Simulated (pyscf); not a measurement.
PySCF, gas phase, ωB97X-D3(BJ)/def2-SVP geometries.

Task: Estimate by transition-state theory the rate constant of `[SiH3][Ta]([Cl])([Cl])([Cl])[Cl]` + `[H][H]` → `[Cl][TaH]([Cl])([Cl])[Cl]` + `[SiH4]` (singlet surface; Si–Ta, H–H broken, H–Ta, H–Si formed) at 600 K, with ωB97M-D3(BJ)/def2-TZVP energies (ideal gas, 1 atm, RRHO with modes under 100 cm⁻¹ raised to 100, one conformer, R ln 2 for chiral ones without a mode under 150 cm⁻¹; no tunnelling).

Result: The electronic barrier is 12.4 kcal/mol and the thermal terms add +20.8, so ΔG‡ = 33.3 kcal/mol. With k_BT/h = 1.25e+13 s⁻¹ and RT = 1.192 kcal/mol, and a volume of 8.18e-20 cm³ per molecule at 1 atm, k = 7.9e-19 cm³ molecule⁻¹ s⁻¹. Wigner's tunnelling factor for 679i cm⁻¹ would be 1.11. A shift of 1 kcal/mol in the barrier changes k by a factor 2.3. On the product side the descent ends in an adduct with a Si–Ta, H–Ta contact, 5.3 kcal/mol over the separated species and 3.8 kcal/mol under the saddle at ωB97X-D3(BJ)/def2-TZVP. What is counted as broken (Si–Ta) persists as a longer contact in the product adduct; parting that adduct is a step of its own. This is the saddle that the search found; another between the same sides may lie lower. Elements past Kr carry the def2 core potentials, without spin-orbit coupling.
